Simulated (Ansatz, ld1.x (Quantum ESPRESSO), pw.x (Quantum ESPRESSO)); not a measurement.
# From atom to crystal: TM potential for Nb

| Property | Result |
| --- | --- |
| Element | niobium (Nb) |
| Generator | ld1.x (Quantum ESPRESSO) 7.5 |
| Type | norm-conserving Troullier–Martins (Kleinman–Bylander form) |
| Functional | LDA (PW92) |
| Relativity | scalar-relativistic |
| Frozen core | [Kr] |
| Valence charge | 5 |
| Reference configuration | 4d4 5s1 5p0 |
| Partial waves | 5p (bound, empty): rc 4.20 bohr; 4d (bound): rc 2.10 bohr; 5s (bound): rc 3.20 bohr |
| Local potential | the s channel |
| Core correction | a·sin(br)/r model core inside 1.40 bohr |

Atomic tests: cutoffs needed: 35 Ry and 40 Ry (the cutoffs (Ry, on a coarse ladder) from which the occupation-weighted sum of valence levels, in a spherical-Bessel basis at the reference potential, stays within 10 and 1 mRy of its value at 400 Ry); ghost test: no extra level below or beside the all-electron valence levels (p, d, s, f tested) (spherical-Bessel basis up to 400 Ry, 20 bohr box); configuration tests: 1 of 9 tests not solved or not reliable.

Crystal test: bcc Nb in pw.x 7.5, no spin, 14³ k-points, Fermi–Dirac smearing 0.01 Ry, cutoffs 50/200 Ry. The reference is all-electron LAPW (Ansatz 0.2.0) with the same functional, mesh and smearing; V0 and B0 come from Birch–Murnaghan fits to the pressures at five volumes. Errors are pseudo minus all-electron; Δ is the rms difference of the E(V) curves that follow from these fits, minima aligned, over ±6 % about the mean V0. Mesh and smearing are coarse, so the numbers serve the comparison and aren't converged zero-temperature values; the lattice is a test structure that the element need not adopt.

```json
{"V (Å³/atom)": "16.348", "P all-electron (GPa)": "10.04", "P pseudo (GPa)": "21.32"}
{"V (Å³/atom)": "16.778", "P all-electron (GPa)": "4.51", "P pseudo (GPa)": "14.70"}
{"V (Å³/atom)": "17.208", "P all-electron (GPa)": "-0.41", "P pseudo (GPa)": "8.79"}
{"V (Å³/atom)": "17.638", "P all-electron (GPa)": "-4.80", "P pseudo (GPa)": "3.53"}
{"V (Å³/atom)": "18.068", "P all-electron (GPa)": "-8.72", "P pseudo (GPa)": "-1.17"}
```

All-electron: a0 = 3.250 Å (V0 = 17.17 Å³/atom), B0 = 187.3 GPa.

Pseudopotential: mean pressure error (GPa): +9.31; a0 (Å): 3.299; a0 error (%): +1.50; B0 error (%): +1.8; Δ (meV/atom): 32.7. The largest radius (4.20 bohr) exceeds half the bond length (2.66 bohr), so the spheres overlap, which is one possible source of error among others. This is a poor potential for the solid. Atomic configuration tests: 1 of 9 tests not solved or not reliable.

At the middle volume, how do free energy and pressure move when the wave cutoff is lowered (ecutrho kept at four times it)?

```
cutoff (Ry)  shift of F (meV/atom)  shift of P (GPa)
         22                +1669.9            -51.65
         30                 +154.6             -8.76
         40                   +2.9             -0.37
```

The run at the middle volume (104 k-points, 8 iterations) took about 11 s on one core of a shared host (Neoverse-N1, 64 threads, 498 GiB, load 38).
